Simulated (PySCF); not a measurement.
Molecule: `[C-]#[O+]`, CO.

Bonds (- single, = double, # triple, : aromatic): C1#O2 1.128 Å. Formal charges: C1 -1, O2 +1.

Spin–spin couplings on one PBE0-D3(BJ)/def2-SVP geometry, PySCF 2.14.0 with density-fitted response routines, gas phase, non-relativistic, equivalent pairs averaged; isotopes ¹³C, ¹⁷O; functional B3LYP.

Reference values (Hz): ¹J(C1,O2) = 16.4 (measured; Jessen and Sauer, arXiv:2312.00705; CC3 and CCSD from Faber, Sauer, Gauss 2017).

Question: How do the couplings (Hz) change with the basis set? Times are CPU seconds on shared hosts with different chips, so compare them loosely. Far from the basis limit: 6-31G-J, pcJ-0, 6-31G*, cc-pVTZ, def2-TZVP.

Answer: 
```
    basis set  functions  ¹J(C1,O2)  abs. error  core-s
      6-31G-J         24       35.6        19.2     0.4
        pcJ-0         26       73.4        57.0     0.4
       6-31G*         28        8.2         8.2     0.4
        pcJ-1         54       21.1         4.7    0.88
      cc-pVTZ         60      -21.8         5.4     0.7
    def2-TZVP         62       21.1         4.7     0.8
aug-cc-pVTZ-J         92       18.8         2.4     1.2
        pcJ-2        102       19.3         2.9     1.3
```

Errors compare magnitudes, without vibrational corrections. Closest: aug-cc-pVTZ-J; furthest: pcJ-0.

The Fermi-contact term samples the wavefunction at the nucleus, which is why sets with added tight s functions (names with J) are made for couplings. Agreement of an ordinary basis with the reference is then largely a cancellation of errors.
